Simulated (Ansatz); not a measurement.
Basis sets compared for the cluster SiO₂⁺ (the lowest doublet isomer of a short search). The state is a doublet with charge 1. Geometry PBE0-D4/def2-TZVP. Ansatz on 4 threads of Arm Neoverse V2 on a shared host; times are rough, and most runs start from earlier orbitals.

Cartesian coordinates in Å:
```
Si 1.045 0.197 0.265
O -0.540 0.468 -0.487
O -0.506 -0.665 0.222
```

B3LYP takes the VWN-RPA correlation. The structure holds 1 bond(s) between oxygen atoms. Another isomer (doublet) lies 0.25 eV lower at r2SCAN-D4/def2-TZVP.

| level | functions | energy (Eh) | HOMO (eV) | LUMO (eV) | wall time |
| --- | --- | --- | --- | --- | --- |
| HF/STO-3G | 19 | -433.0314 | -18.33 | -3.35 | 0.1 s |
| HF/6-31G | 31 | -438.0823 | -20.34 | -7.04 | 0.1 s |
| PBE-D4/def2-SVP | 46 | -438.9933 | -15.23 | -13.29 | 0.3 s |
| B3LYP-D4/6-31G | 31 | -439.3864 | -16.96 | -12.35 | 0.3 s |
| PBE0-D4/def2-SVP | 46 | -438.9950 | -17.10 | -11.72 | 0.4 s |

Question: Estimate the rows for HF/def2-TZVP, PBE-D4/def2-TZVP, B3LYP-D4/def2-TZVP, PBE0-D4/def2-TZVP (with forces).

Answer: 
```csv
level,functions,energy (Eh),HOMO (eV),LUMO (eV),wall time
HF/def2-TZVP,99,-438.3106,-19.73,-6.28,0.5 s
PBE-D4/def2-TZVP,99,-439.2865,-15.13,-13.18,0.55 s
B3LYP-D4/def2-TZVP,99,-439.5897,-16.76,-11.97,0.65 s
PBE0-D4/def2-TZVP (with forces),99,-439.2910,-17.00,-11.56,1.8 s
```
